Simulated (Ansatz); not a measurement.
A made-up structure of CH$_{5}$BN (charge +1), singlet:

```json
{"atom": "B1", "x (Å)": "-0.7652", "y (Å)": "0.4303", "z (Å)": "-0.5547"}
{"atom": "N2", "x (Å)": "0.2474", "y (Å)": "0.3991", "z (Å)": "0.2601"}
{"atom": "C3", "x (Å)": "0.5911", "y (Å)": "-0.6820", "z (Å)": "0.3761"}
{"atom": "H4", "x (Å)": "-1.2373", "y (Å)": "-0.6277", "z (Å)": "-1.0954"}
{"atom": "H5", "x (Å)": "-0.9934", "y (Å)": "1.4932", "z (Å)": "-0.5801"}
{"atom": "H6", "x (Å)": "0.6954", "y (Å)": "1.2739", "z (Å)": "0.7539"}
{"atom": "H7", "x (Å)": "0.1314", "y (Å)": "-1.6321", "z (Å)": "-0.1380"}
{"atom": "H8", "x (Å)": "1.3305", "y (Å)": "-0.6547", "z (Å)": "0.9781"}
```

It is relaxed with PBE-D4/def2-SVP and then PBE0-D4/def2-TZVP (Ansatz 0.2.0). Atoms count as bonded within 1.22 times the sum of their covalent radii (H–H: 0.88 Å). The end point is not checked to be a true minimum.

Does its bonding change? (A judgement: the text doesn't fix the answer.)

Computed: No: no bond forms or breaks.

Where it ends: The first stage lowers the energy by 4.25 eV in 6 steps. It ends as CH₅BN ([BH2][NH][CH2]), total charge +1:
```csv
atom,x (Å),y (Å),z (Å)
B1,-0.9256,0.5740,-0.6629
N2,0.2449,0.3568,0.2516
C3,0.7504,-0.7958,0.4878
H4,-1.3626,-0.4056,-1.1635
H5,-1.2963,1.6872,-0.7960
H6,0.6727,1.1564,0.7177
H7,0.3170,-1.6692,0.0064
H8,1.5996,-0.9037,1.1590
```

Labels in which every atom is bracketed show which atoms are joined, not bond orders.

For scale, one of the runs: PBE0-D4/def2-TZVP relaxation, 123 basis functions, launched by `ansatz run in.yaml --threads 2 --pin off --events-out ev --progress --plain --max-ram 4352MiB`. The run took about 13 s on 2 CPU threads of an Arm Neoverse V1 (shared host).
